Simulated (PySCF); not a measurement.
Species: BCl (singlet state).
SMILES: `[B]Cl`

A linear-response calculation (PySCF, def2-SVPD basis, gas phase, vertical, core orbitals frozen in the response) gave these numbers; the functional is withheld.

Orbital energies (eV): HOMO-3 -16.42, HOMO-2 -13.09, HOMO-1 -13.09, HOMO -9.43, LUMO -0.10, LUMO+1 -0.10, LUMO+2 2.30.

```
state  E (eV)       f  main configurations (H = HOMO, L = LUMO)
   S1    4.40   0.066                             H→L/L+1 (99%)
   S2    4.41   0.066                             H→L/L+1 (99%)
   S3    7.36  0.0000                       H-2/H-1→L/L+1 (98%)
   S4    7.49  0.0000                      H-2/H-1→L/L+1 (≥84%)
   S5    7.49  0.0000                      H-2/H-1→L/L+1 (≥84%)
   S6    7.69   0.099                  H→L+3 (51%), H→L+2 (47%)
```

Triplets, Tamm–Dancoff:

```
state  E (eV)  λ (nm)  main configurations (H = HOMO, L = LUMO)
   T1    2.26   547.5                             H→L/L+1 (97%)
   T2    2.26   547.4                             H→L/L+1 (97%)
   T3    6.76   183.5                      H-2/H-1→L/L+1 (≥94%)
```

Vertical ionisation energy by ΔSCF with the same functional: 10.02 eV. Mean static polarisability: 32.9 au.

Orbitals of the list HOMO-3 to LUMO+2 that lie within 0.01 eV of each other are written together with a slash and their weights summed (≥ marks a lower bound); for degenerate orbitals outside that list single weights are arbitrary.

Question: Which of these was used?
A. PBE
B. wB97X-D
C. PBE0
D. HF

Answer: B. wB97X-D is range-separated, 22% exact exchange at short range and 100% at long range (ω = 0.2 bohr⁻¹). In this run −ε(HOMO) = 9.43 eV differs from the ΔSCF value by -0.59 eV, and S1 differs from the orbital gap of 9.32 eV by -4.92 eV. The ratio −ε(HOMO)/IP is 0.94. Usual ranges for neutral molecules in this basis: 0.89 to 0.99 with wB97X-D, 0.5 to 0.7 with PBE, 0.7 to 0.83 with PBE0; Hartree–Fock can't fall below 1, since the ion's relaxation only lowers the ΔSCF value. The other options: PBE, a GGA without exact exchange; HF, time-dependent Hartree–Fock, 100% exact exchange; PBE0, a global hybrid with 25% exact exchange.

Method: TDDFT wB97X-D/def2-SVPD, vertical, gas phase, core orbitals frozen in the response in PySCF. Isolated species at its PBE0-D3(BJ)/def2-SVP geometry, gas phase.

Hardware: one thread, Arm Neoverse V2 (aarch64), shared host. Cost: 1.9 s (grids of density and orbitals included), 0.24 GiB resident at most.
